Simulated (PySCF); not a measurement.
Consider `C=C(C)CO` (C4H8O). Coordinates in Å; atoms count from 1 in this order:
```
C     0.0122    1.6488    0.0101
C    -0.1354    0.3230   -0.0918
C    -1.3918   -0.3992    0.2848
C     0.9920   -0.5475   -0.5843
O     1.3490   -1.5446    0.3407
H     0.9513    2.1375   -0.2689
H    -0.7988    2.2921    0.3649
H    -2.1372    0.2728    0.7324
H    -1.1641   -1.2102    0.9940
H    -1.8426   -0.8796   -0.6008
H     0.6723   -1.0831   -1.4950
H     1.8555    0.0850   -0.8692
H     1.6311   -1.0992    1.1472
```

Computed at ωB97X-D3(BJ)/ma-def2-TZVP // PBE0-D3(BJ)/def2-SVP with PySCF (density fitting, grid level 2). ωB97X-D3(BJ) is ωB97X-V with D3(BJ) in place of VV10. Thermal corrections: PBE0-D3(BJ)/def2-SVP frequencies, unscaled, ideal gas at 298.15 K and 1 bar, quasi-RRHO entropy.

Problem. What are the vertical and the adiabatic ionisation energy for forming the radical cation?

Solution. 9.67 eV vertical and 8.93 eV adiabatic, the latter with zero-point energy.

Problem. Where does the unpaired spin of the relaxed radical cation sit?

Solution. C1 (alkene carbon) 0.65, C2 (alkene carbon) 0.18 (intrinsic atomic orbital populations).

Problem. What oxidation potential follows in acetonitrile (IEF-PCM), given that Fc+/Fc comes at 4.54 V absolute with this functional and basis?

Solution. In the gas phase ΔG of oxidation is 8.904 eV, and solvation is -20.4 kJ/mol for the parent and -248.9 kJ/mol for the product, so the absolute potential is 6.54 V, or 1.99 V against Fc+/Fc. Fc+/Fc in acetonitrile, 4.54 V, is ωB97X-D3(BJ)/ma-def2-TZVP on PBE0-D3(BJ)/def2-SVP structures with GFN2-xTB thermal terms. Benchmark calculations put it near 5.0 V in acetonitrile and DMSO, so it is about 0.5 V low, and the value against it can read up to that much too high. The solvent is electrostatics only, on gas-phase structures; the absolute scale refers to an electron at rest in vacuum.

Problem. How far is −ε(HOMO) from the vertical value by ΔSCF?

Solution. −ε(HOMO) = 9.80 eV, which is 0.13 eV above the ΔSCF value.

Differences come from unrounded values, so a last digit can differ from that of the printed terms.
